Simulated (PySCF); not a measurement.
# Shifts of the heteroatoms

Molfile (atoms numbered from 1):
```
C2H2O
     RDKit          3D

  5  4  0  0  0  0  0  0  0  0999 V2000
   -0.5417    0.0235    0.0295 C   0  0  0  0  0  0  0  0  0  0  0  0
    0.7701   -0.0320   -0.0423 C   0  0  0  0  0  0  0  0  0  0  0  0
    1.9281   -0.0806   -0.1049 O   0  0  0  0  0  0  0  0  0  0  0  0
   -1.0417    0.9921    0.0494 H   0  0  0  0  0  0  0  0  0  0  0  0
   -1.1147   -0.9029    0.0683 H   0  0  0  0  0  0  0  0  0  0  0  0
  1  2  2  0
  2  3  2  0
  1  4  1  0
  1  5  1  0
M  END
```

- GIAO PBE0/pcSseg-1 shieldings
- geometry from PBE0-D3(BJ)/def2-SVP
- spin–spin couplings from B3LYP/pcJ-1
- program: PySCF 2.14.0 with density-fitted response routines
- relativity neglected, rapidly exchanging positions averaged, isolated molecule, single conformer

Predict the 17O NMR data.

Results:


```
atoms      environment  σ (ppm)  δ (ppm)
   O3  carbonyl oxygen    -36.6    296.7
```

Shieldings were converted by a linear fit to measured shifts: 17O (scatter 13.4 ppm rms, 14.2 ppm with the 1 outlier that the fit left out vs liquid water, solution or neat liquid). A few per cent of atoms miss by over 2 rms, more outside the fitted compound classes. Couplings are scaled by factors fitted to measured values: 2J(H,H) × 0.91 (rms 0.6 Hz); all others are unscaled and can be 10–30 % off.

Couplings (the largest are listed; each averaged over equivalent pairs; quadrupolar broadening usually hides them): 1J(C2,O3) = 18.5 Hz, 2J(C1,O3) = 2.0 Hz, 3J(O3,H4) = -1.3 Hz.

On a 300 MHz spectrometer 17O resonates near 40.7 MHz, so 1 ppm is 40.7 Hz.
